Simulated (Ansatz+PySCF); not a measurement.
**doublet SiH: levels of theory in one basis**

```yaml
atoms:
  - { symbol: Si, position_ang: [0.0000, 0.0000, -0.0945] }
  - { symbol: H, position_ang: [0.0000, 0.0000, 1.3229] }
```

Basis set: def2-SVP (spherical functions). Left uncorrelated: 5 orbitals. Correlation on ROHF uses semicanonical orbitals with singles. Charge 0, multiplicity 2.

Computed with Ansatz (development build ahead of 0.2.0); each method stands on the lowest determinant of its kind that the runs found. NEVPT2 correlates all electrons. Active spaces start from the frontier orbitals, and the lowest solution found is given.

```csv
method,E − E(ROHF) (eV),<S²> of the determinant
ROHF,0.00,0.75
UHF,-0.11,0.77
ROHF-MP2,-1.84,–
UHF-MP2,-1.84,0.76
ROHF-CCSD,-2.46,–
UHF-CCSD,-2.46,0.77
ROHF-CCSD(T),-2.51,–
"CASSCF(5,5)",-0.86,–
```

(1) What does SC-NEVPT2(5,5) give on the same scale?

(2) Is a single determinant a sound starting point here?

Results:

(1) -2.22 eV. NEVPT2 here correlates all electrons, so it doesn't share the others' frozen core.

(2) By this sign, yes. Unrestricted orbitals gain 0.11 eV and <S²> is 0.77 against 0.75 for a pure state. The CASSCF(5,5) natural occupations are 1.98, 1.93, 1.00, 0.06, 0.02.
